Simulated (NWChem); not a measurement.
## Correlation energy of hydrogen cyanide (CHN)

```xyz
3

C      0.0000     0.0000    -0.5060
N      0.0000     0.0000     0.6613
H      0.0000     0.0000    -1.5931
```
Charge 0, spin multiplicity 1.

Program: NWChem. The geometry was optimised at PBE/def2-SVP, a minimum by its harmonic frequencies.

Basis set: def2-SVP. Each correlation energy counts from its own Hartree-Fock reference.

```json
[
 {"method": "MP2", "correlation energy (mHa)": "-288.7", "difference from CCSD(T)": "+20.0"},
 {"method": "SCS-MP2", "correlation energy (mHa)": "-282.8", "difference from CCSD(T)": "+26.0"},
 {"method": "CR-CCSD[T]", "correlation energy (mHa)": "-307.0", "difference from CCSD(T)": "+1.7"},
 {"method": "CR-CCSD(T)", "correlation energy (mHa)": "-306.3", "difference from CCSD(T)": "+2.4"},
 {"method": "CCSD", "correlation energy (mHa)": "-296.4", "difference from CCSD(T)": "+12.3"},
 {"method": "CCSD+T(CCSD)", "correlation energy (mHa)": "-309.5", "difference from CCSD(T)": "-0.8"},
 {"method": "CCSD(T)", "correlation energy (mHa)": "-308.7", "difference from CCSD(T)": "0.0"},
 {"method": "CCSDT", "correlation energy (mHa)": "-308.9", "difference from CCSD(T)": "-0.2"}
]
```

The values span 26.8 mHa, from CCSD+T(CCSD) (lowest) to SCS-MP2 (highest). 

The correlated methods keep 2 core orbitals frozen. Differences from the coupled-cluster row are differences between methods, not errors against experiment.
